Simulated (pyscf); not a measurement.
**Four-centre exchange: HO–B(OH)–OH + SiH₄ → HO–SiH₃ + HO–BH–OH**

Gas phase, singlet surface, charge 0. Bonds broken: O1–B2, Si8–H9. Bonds formed: O1–Si8, B2–H9. Single points on ωB97X-D3(BJ)/def2-SVP structures (PySCF, gas phase).

Transition state (Å):

```xyz
12

O     -0.9821    -0.9669     0.8899
B     -0.7992    -0.5165    -0.5463
O      0.5525    -0.5381    -0.8777
O     -1.7103    -0.9713    -1.4894
H     -0.2798    -1.5639     1.1904
H      0.6763    -0.5819    -1.8316
H     -2.6133    -1.0019    -1.1598
Si    -0.9779     0.8820     1.4650
H     -1.1766     0.8174    -0.1942
H     -2.4070     1.0396     1.8383
H     -0.3774     2.2363     1.2156
H     -0.1722     0.4343     2.6545
```

One imaginary mode, 386i cm⁻¹; descent along it reached the two sides named, in the forms told below.

```csv
bond,change,reactant side (Å),saddle,product side
O1–B2,breaks,1.374,1.516,3.5
Si8–H9,breaks,1.489,1.672,3.5
O1–Si8,forms,3.1,1.936,1.658
B2–H9,forms,3.0,1.430,1.207
```

Electronic energies relative to the separated reactants (eV):

```tsv
level	barrier	reaction energy	reverse barrier
ωB97X-D3(BJ)/def2-TZVP	1.33	+0.41	0.92
PBE/def2-TZVP	1.29	+0.45	0.84
r²SCAN/def2-TZVP	1.29	+0.46	0.83
B3LYP-D3(BJ)/def2-TZVP	1.44	+0.42	1.02
PBE0-D3(BJ)/def2-TZVP	1.27	+0.48	0.79
M06-2X/def2-TZVP	1.38	+0.44	0.94
ωB97M-D3(BJ)/def2-TZVP	1.38	+0.43	0.95
HF/def2-TZVP	2.13	+0.47	1.65
```

With ωB97M-D3(BJ)/def2-TZVP energies and thermal terms (ideal gas, 1 atm, RRHO with modes under 100 cm⁻¹ raised to 100, one conformer, R ln 2 for chiral ones without a mode under 150 cm⁻¹), in eV:

```
T (K)   ΔH‡   ΔG‡     ΔH     ΔG
-----  ----  ----  -----  -----
298    1.41  1.84  +0.46  +0.34
600    1.42  2.27  +0.45  +0.22
900    1.44  2.69  +0.45  +0.11
1200   1.47  3.10  +0.45   0.00
```

On the product side the descent ends in a complex (not fully relaxed), 0.26 eV under the separated species and 1.18 eV under the saddle at ωB97X-D3(BJ)/def2-TZVP. The products may also form a dative adduct at HO–BH–OH; it and routes through it were not searched. This is the saddle that the search found; another between the same sides may lie lower.
